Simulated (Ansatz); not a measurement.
**BSiH (singlet): wave-function methods side by side at distance Si1–B2 = 1.740 Å, 6-31G**

Aim: climb from Hartree-Fock through coupled cluster and multireference methods for BSiH (singlet) at one geometry and basis, and see what each rung misses.

Program: Ansatz 0.2.0, Gaussian basis. Level of theory: 6-31G, core rule «outside noble gas», up to 6 orbitals frozen. These are calculated values, not measurements.

The runs, in order: UHF; CCSD(T) on RHF; CCSD(T) on UHF; BCCD(T) on RHF; CISD; CCSDT(Q) on RHF; CCSDT(Q) on UHF; CISDTQ; CCSDTQ on RHF; CCSDTQ on UHF; CASSCF and MRCISD+Q, 2 electrons in 2 orbitals; CASSCF and NEVPT2, 2 electrons in 2 orbitals; CASSCF and MRCISD+Q, 8 electrons in 9 orbitals; CASSCF and NEVPT2, 8 electrons in 9 orbitals; Full CI.

26 further runs of the same task are left out: 2 for a known fault of the program, 17 that didn't finish, 7 set aside as unsound or not needed.

## Step 1: The geometry

The geometry derives from a PBE0/def2-TZVP stationary point (not a proven minimum). One bond is set to the value named and the two fragments are kept rigid.

3 atoms, charge 0, spin multiplicity 1.

Atoms are counted from 1 here; the program's logs count them from 0.

Bond lengths: Si1–B2 1.740 Å, B2–H3 1.186 Å. Angles: Si1–B2–H3 180.0°.

## Step 2: UHF

The input, in.yaml:

```yaml
crystal:
  periodic: [false, false, false]
  atoms:
    - {symbol: Si, position_ang: [0.000000, 0.000000, 1.555322]}
    - {symbol: B, position_ang: [0.000000, 0.000000, -0.184678]}
    - {symbol: H, position_ang: [0.000000, 0.000000, -1.370644]}
basis:
  gaussian: {orbitals: 6-31G}
magnetization: {spin_polarized: true, initial_magnetization: 0}
hamiltonian: {xc: hf}
output: {orbitals: {seedname: orbitals}}
```

Started as:

```bash
> ansatz run in.yaml --threads 1 --pin off --events-out ev --progress --plain --max-ram 2393MiB
```

Further steps of the session: CCSD(T) on RHF; CCSD(T) on UHF; BCCD(T) on RHF; CISD; CCSDT(Q) on RHF; CCSDT(Q) on UHF; CISDTQ; CCSDTQ on RHF; CCSDTQ on UHF; CASSCF and MRCISD+Q, 2 electrons in 2 orbitals; CASSCF and NEVPT2, 2 electrons in 2 orbitals; CASSCF and MRCISD+Q, 8 electrons in 9 orbitals; CASSCF and NEVPT2, 8 electrons in 9 orbitals; Full CI.

Q: Predict the results of all the runs planned. Wanted: FCI below the RHF energy; RMP2 from FCI; RCCSD from FCI; RCCSD(T) from FCI; RCCSDT(Q) from FCI; NEVPT2 valence from FCI; MRCISD+Q valence from FCI; T1 diagnostic; effectively unpaired electrons.

**Answer**, as computed:

```
                         quantity                                                         value
         FCI below the RHF energy                                                    -3.1528 eV
                    RMP2 from FCI                                                    +915.4 meV
                   RCCSD from FCI                                                    +187.8 meV
                RCCSD(T) from FCI                                                    +106.5 meV
               RCCSDT(Q) from FCI                                                      +8.7 meV
          NEVPT2 valence from FCI                                                    +238.2 meV
        MRCISD+Q valence from FCI                                                      +3.0 meV
levels within 1 kcal/mol (43 meV)  CISDTQ, RCCSDT(Q), RCCSDTQ, MRCISD valence, MRCISD+Q valence
                    T1 diagnostic                                                         0.012
   effectively unpaired electrons                                                          2.04
```

In words: RCCSD(T) lands +106.5 meV from the yardstick (3.4 % of the correlation energy). The occupations show strong static correlation (2.0 unpaired electrons where one determinant has 0). Coupled cluster on one determinant still stays close here. Of the multireference levels listed MRCISD+Q valence comes nearest in total energy (+3.0 meV), which doesn't show that its space is the better one. These misses are within one basis, not against nature.
